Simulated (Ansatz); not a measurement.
**Structure relaxation of MgW₂Br₄O₄**

Method: DFT PBE, scalar-relativistic, plane waves, PAW in Ansatz 0.2.0.

The start is a database structure of MgW₂Br₄O₄, space group Pm (No. 6).

Input of the last, converged step (default PAW datasets):

```yaml
crystal:
  lattice:
    - [3.8265474875, 0.0, 0.0]
    - [0.0, 7.6125811049, 0.0]
    - [0.0, 0.0, 8.5931769642]
  atoms:
    - { symbol: Mg, position: [0.5, 0.5, 0.5] }
    - { symbol: W, position: [0.5, 0.7486298174, 0.0] }
    - { symbol: W, position: [0.5, 0.2513701826, 0.0] }
    - { symbol: Br, position: [0.5, 0.7573739547, 0.6930363631] }
    - { symbol: Br, position: [0.5, 0.7573739547, 0.3069636369] }
    - { symbol: Br, position: [0.5, 0.2426260453, 0.6930363631] }
    - { symbol: Br, position: [0.5, 0.2426260453, 0.3069636369] }
    - { symbol: O, position: [0.0, 0.7488842699, 0.0] }
    - { symbol: O, position: [0.5, 0.0, 0.0] }
    - { symbol: O, position: [0.0, 0.2511157301, 0.0] }
    - { symbol: O, position: [0.5, 0.5, 0.0] }
basis:
  ecutwfc: 420
kpoints:
  mp_grid: { grid: [10, 6, 6] }
hamiltonian:
  xc: pbe
scf:
  occupations: { method: gaussian, width: 0.1 }
output:
  forces: true
  stress: true
  eigenvalues: true
relax:
  adjacent_minimum: "off"
  f_tol: 0.01
  max_steps: 80
  cell: { stress_tol: 0.05 }
```

Launched as:

```bash
ansatz run input.yaml --threads 1 --pin off --max-ram 2560MiB --backend cpu --events-out ev --progress --plain --runs-dir out
```

It took 11 min on 1 thread of Arm Neoverse V1, on a shared host, peak memory 1.1 GiB.

End of the output:

```
SCF converged after 8 iterations
Free energy (F): -36101.944102 eV
Harris-Foulkes:  -36101.944102 eV  (|F-HF|=7.28e-12)
Internal energy: -36101.922980 eV  (E = F + TS)
E sigma→0 (E₀):  -36101.933541 eV
Entropy (-TS):   -0.021123 eV (-1.920 meV/atom)
Fermi energy:    5.542028 eV
--- Per-component energies (eV) ---
  E_band       = -1194.168149
  E_kinetic    = 2199.292096
  E_local      = -9961.472645  (includes V_loc(G=0)·N_el)
  E_nonlocal   = 567.005820
  E_hartree    = 3881.789854
  E_xc         = -1908.885563
  E_vxc        = -1296.068525  (∫ρ·V_xc dr)
  E_paw        = -27035.482114  (= ΣΔE_a)
  E_vpaw       = -466.514236  (= ΣTr[D̂ρ^β])
  E_aug_tail   = 0.009664  (compensation charges beyond the density's cutoff)
  E_ewald      = -3844.180091
  E_smearing   = -0.021123  (= −TS)
  E_closure    =  0.000000  (closes the sum)
  Σ components = -36101.944102   (vs F -36101.944102, Δ=0.00e0)
--- Forces (eV/Å), atoms counted from 1 ---
  atom   1  Mg     0.00000000     0.00000000     0.00000000
  atom   2  W      0.00000000     0.00048899     0.00000000
  atom   3  W      0.00000000    -0.00048899     0.00000000
  atom   4  Br     0.00000000    -0.00019740    -0.00021617
  atom   5  Br     0.00000000    -0.00019740     0.00021617
  atom   6  Br     0.00000000     0.00019740    -0.00021617
  atom   7  Br     0.00000000     0.00019740     0.00021617
  atom   8  O      0.00000000    -0.00001639     0.00000000
  atom   9  O      0.00000000     0.00000000     0.00000000
  atom  10  O      0.00000000     0.00001639     0.00000000
  atom  11  O      0.00000000     0.00000000     0.00000000
  max |Σ_I F_I| component: 1.73e-18 eV/Å
--- Stress (GPa, compression-positive) ---
        0.000658       0.000000       0.000000
        0.000000       0.001987       0.000000
        0.000000       0.000000      -0.002419
  P = ⅓ Tr σ = 0.0001 GPa (0.001 kbar)
--- Relaxed structure (5 steps of the walk, 5 accepted, 2 SCFs on fresh bases) ---
  F+E_penalty+E_count = -36101.94410235 eV   max|allowed force component| = 4.890e-4 eV/Å   (the final SCF, on the basis selected at the relaxed cell)
  cell:  # Å, volume = 250.3060 Å³
    - [3.830582, 0.0, 0.0]
    - [0.0, 7.621697, 0.0]
    - [0.0, 0.0, 8.573434]
  atoms:
    - { symbol: Mg, position: [0.500000, 0.500000, 0.500000] }
    - { symbol: W, position: [0.500000, 0.748903, 0.000000] }
    - { symbol: W, position: [0.500000, 0.251097, 0.000000] }
    - { symbol: Br, position: [0.500000, 0.757362, 0.693150] }
    - { symbol: Br, position: [0.500000, 0.757362, 0.306850] }
    - { symbol: Br, position: [0.500000, 0.242638, 0.693150] }
    - { symbol: Br, position: [0.500000, 0.242638, 0.306850] }
    - { symbol: O, position: [0.000000, 0.749306, 0.000000] }
    - { symbol: O, position: [0.500000, 0.0, 0.000000] }
    - { symbol: O, position: [0.000000, 0.250694, 0.000000] }
    - { symbol: O, position: [0.500000, 0.500000, 0.000000] }
```

Total energies depend on the potentials used, so only differences within one code and one set of settings carry meaning.

The result has space group Pmmm (No. 47). Mg has 4 Br at 2.57 Å; around W lie 4 O at 1.90–1.92 Å; Br is coordinated by 1 Mg at 2.57 Å and 1 W at 2.63 Å; O on Wyckoff site m (2 atoms of the primitive cell) has 2 W at 1.92 Å.

Against the elements it lies at -1.44 eV/atom. Energies over the elements count from the elements' standard structures at the same level (O₂ as a molecule), with no empirical corrections.

The k mesh leaves about 4 meV/atom of noise in metals. Spin–orbit coupling is left out.

Symmetry constrained the relaxation, so the result can be a saddle point.